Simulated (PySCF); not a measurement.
Stretching SiB

Set-up: PySCF, no relativity, basis sets Si 6-311G(d,p), B 6-311G(d,p). Energies in eV from Si + B in their ground configurations at the same level. All curves are PBE0. state 1: ⁴Σ⁻ (quartet), unpaired electrons σ ↑, π ↑↑; state 2: Ms = 0.5 determinant of mixed spin (⟨S²⟩ near 1.8), unpaired electrons σ ↓, π ↑↑, a second solution, started from another occupation; state 3: Ms = 0.5 determinant of mixed spin (⟨S²⟩ near 1.8), unpaired electrons σ ↑, π ↑↓, a mixture of terms (⟨Lz²⟩ = 2.0), a second solution, started from another occupation; state 4: ²Π (doublet), unpaired electrons π ↑, a second solution, started from another occupation.

```json
{"R (Å)": "1.647", "state 1": "-2.562", "state 2": "-2.145", "state 3": "-2.085", "state 4": "-1.964"}
{"R (Å)": "1.724", "state 1": "-3.066", "state 2": "-2.671", "state 3": "-2.610", "state 4": "-2.272"}
{"R (Å)": "1.800", "state 1": "-3.344", "state 2": "-2.971", "state 3": "-2.907", "state 4": "-2.384"}
{"R (Å)": "1.858", "state 1": "-3.441", "state 2": "-3.084", "state 3": "-3.018", "state 4": "-2.373"}
{"R (Å)": "1.915", "state 1": "-3.465", "state 2": "-3.124", "state 3": "-3.056", "state 4": "-2.303"}
{"R (Å)": "1.972", "state 1": "-3.435", "state 2": "-3.108", "state 3": "-3.038", "state 4": "-2.189"}
{"R (Å)": "2.049", "state 1": "-3.333", "state 2": "-3.022", "state 3": "-2.950", "state 4": "-1.992"}
{"R (Å)": "2.145", "state 1": "-3.139", "state 2": "-2.844", "state 3": "-2.770", "state 4": "-1.704"}
{"R (Å)": "2.260", "state 1": "-2.857", "state 2": "-2.571", "state 3": "-2.497", "state 4": "-1.346"}
{"R (Å)": "2.413", "state 1": "-2.455", "state 2": "-2.169", "state 3": "-2.098", "state 4": "-0.905"}
```

Problem. Put a parabola through the three lowest points of the state 1 curve and estimate Re, k and ωe (reduced mass 7.9 u; 1 eV/Å² = 0.16022 mdyn/Å; ωe = 1302.8·√(k/μ) cm⁻¹).

Solution. Through R = 1.858, 1.915, 1.972 Å the second-order coefficient is 8.31 eV/Å², so Re ≈ 1.912 Å, k ≈ 2.66 mdyn/Å and ωe ≈ 756 cm⁻¹. A polynomial fit of higher order to the unrounded PBE0 energies gives Re = 1.910 Å, k = 2.73 mdyn/Å, ωe = 766 cm⁻¹; anharmonicity and rounding make the difference.

The higher-order fit for each curve: state 1: Re = 1.910 Å, ωe = 766 cm⁻¹, De = 3.47 eV; state 2: Re = 1.925 Å, ωe = 746 cm⁻¹, minimum 3.12 eV below the ground-state fragments; state 3: Re = 1.923 Å, ωe = 749 cm⁻¹, minimum 3.06 eV below the ground-state fragments; state 4: Re = 1.819 Å, ωe = 862 cm⁻¹, minimum 2.39 eV below the ground-state fragments.

⟨S²⟩ of the unrestricted solution departs from its pure value on part of the curve, where spin states mix. The state is the lowest determinant that a PBE0 search found; another state may lie lower at other levels.
